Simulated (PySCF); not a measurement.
A side-by-side comparison of computed properties.

First species: C₅H₄O₃S.
Cartesian coordinates in Å at the GFN2-xTB level; atoms count from 1:
```
atom  x, y, z in Å
O1    -2.919   -0.059   -0.200
C2    -1.878    0.551   -0.182
O3    -1.813    1.887   -0.299
C4    -0.570   -0.070   -0.034
C5    -0.239   -1.398    0.110
C6     1.160   -1.454    0.212
C7     1.587   -0.152    0.123
S8     3.194    0.519    0.174
O9     0.559    0.689   -0.025
H10   -2.707    2.248   -0.394
H11   -0.929   -2.215    0.136
H12    1.777   -2.320    0.334
H13    2.775    1.774    0.030
```

Second species: N,N-dimethylformamide, C₃H₇NO.
InChI=1S/C3H7NO/c1-4(2)3-5/h3H,1-2H3

Levels: CAM-B3LYP/def2-SVPD for dipole moment, HOMO energy, LUMO energy, HOMO–LUMO gap, static isotropic polarisability and electronic spatial extent ⟨r²⟩ about the centre of nuclear charge; TDDFT CAM-B3LYP/def2-SVPD for lowest singlet excitation; TDA CAM-B3LYP/def2-SVPD for lowest triplet excitation (Tamm–Dancoff); GFN2-xTB for rotational constant A and rotational constant C. Geometries: GFN2-xTB. Each species is one conformer at its optimised geometry, gas phase, non-relativistic unless stated; the electronic structure was computed with PySCF and density fitting.

Dipoles, sizes and rotational constants follow the conformer. The torsions of the flexible species, by atom-mapped SMILES:
- `[O:1]=[C:2]([OH:3])[c:4]1[cH:5][cH:6][c:7]([SH:8])[o:9]1`: O1–C2–C4–C5 0°, H–O3–C2–O1 0°, H–S8–C7–C6 180°
- `[CH3:1][N:2]([CH3:3])[CH:4]=[O:5]`: C1–N2–C4–O5 180°

```tsv
property	column X	column Y
dipole moment	1.94 D	4.23 D
HOMO energy	-7.76 eV	-8.56 eV
LUMO energy	-0.46 eV	1.08 eV
HOMO–LUMO gap	7.30 eV	9.64 eV
lowest singlet excitation	4.71 eV	5.82 eV
lowest triplet excitation (Tamm–Dancoff)	3.09 eV	5.13 eV
static isotropic polarisability	93.8 au	50.3 au
electronic spatial extent ⟨r²⟩ about the centre of nuclear charge	1568 bohr²	439 bohr²
rotational constant A	3.647 GHz	9.177 GHz
rotational constant C	0.658 GHz	3.009 GHz
```

Question: Which column belongs to which species?

Answer: Column X is the first species and column Y the second. The first has 13 atoms and 74 electrons, the second 12 and 40.

Question: How does each property change from the first species to the second?

Answer: dipole moment +2.29 D; HOMO energy -0.80 eV; LUMO energy +1.54 eV; HOMO–LUMO gap +2.34 eV; lowest singlet excitation +1.11 eV; lowest triplet excitation (Tamm–Dancoff) +2.04 eV; static isotropic polarisability -43.5 au; electronic spatial extent ⟨r²⟩ about the centre of nuclear charge -1129 bohr²; rotational constant A +5.530 GHz; rotational constant C +2.351 GHz.

On the first: The principal polarisabilities are 55.6, 90.6 and 135.1 au; their mean is the isotropic value. The vertical singlet–triplet gap S1 − T1 is 1.62 eV (TDDFT singlet less Tamm–Dancoff triplet; S1: HOMO→LUMO, weight 0.97; T1: HOMO→LUMO, weight 0.88).

On the second: No computed singlet falls in the visible range (750 to 380 nm, 1.65 to 3.26 eV); S1 lies 2.56 eV above its blue end. The principal polarisabilities are 38.4, 51.3 and 61.1 au; their mean is the isotropic value.
